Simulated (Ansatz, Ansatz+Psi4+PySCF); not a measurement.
```yaml
atoms:
  - { symbol: C, position_ang: [0.0000, 0.0000, 0.0000] }
  - { symbol: F, position_ang: [1.2527, 0.0000, -0.4096] }
  - { symbol: F, position_ang: [-0.6264, 1.0849, -0.4096] }
  - { symbol: F, position_ang: [-0.6264, -1.0849, -0.4096] }
```

Basis set: cc-pVTZ (spherical functions). Left uncorrelated: 4 orbitals. Correlation on ROHF uses semicanonical orbitals with singles. Charge 0, multiplicity 2.

Computed with Ansatz (development build ahead of 0.2.0); the reference of a correlated method needn't be the lowest determinant of its kind.

Give the atomization energy at this shape (free ground-state atoms in the same class of orbitals less the molecule, no zero-point energy) of doublet CF₃ by ROHF-CCSD(T), ROHF-CCSD.

```tsv
method	atomization energy
ROHF-CCSD(T)	1394.9 kJ/mol
ROHF-CCSD	1355.7 kJ/mol
```

Caution: the reference determinant was not shown to be the lowest.
